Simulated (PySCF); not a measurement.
thioformamide, CH3NS, SMILES NC=S, point group Cs.

Level: B97-2/IGLO-II in PySCF (density fitting, grid level 2); geometry and Hessian at that level, cubic constants and property derivatives from steps of ±0.6 along each species' dimensionless normal coordinates, second-order vibrational perturbation theory. The parent has the commonest isotopes.

Equilibrium geometry (Å):

```json
{"atom": "N1", "x": "-0.7246", "y": "-0.0713", "z": "0.0272"}
{"atom": "C2", "x": "0.5903", "y": "0.1624", "z": "-0.0625"}
{"atom": "S3", "x": "1.7774", "y": "-0.9558", "z": "0.0464"}
{"atom": "H4", "x": "-1.0480", "y": "-1.0133", "z": "0.1753"}
{"atom": "H5", "x": "-1.3996", "y": "0.6690", "z": "-0.0499"}
{"atom": "H6", "x": "0.8169", "y": "1.2170", "z": "-0.2228"}
```

An isotope shift is δ(isotopologue) − δ(parent), that is, the negative of the change in the averaged GIAO shielding; n counts bonds from the nearest label (0: the labelled atom itself). These are computed values; those of heavy atoms are rounded to 5 ppb, about the numerical noise.

(1) What isotope shifts arise with ²H at 5?

Internal rotors are held in one well.

## Answers

(1) 
```tsv
nucleus	n	0 K (ppb)	298.15 K (ppb)
H5	0	-95	-103
N1	1	-720	-685
C2	2	-425	-175
H4	2	-8	-17
S3	3	-3615	-1485
H6	3	-8	-2
```
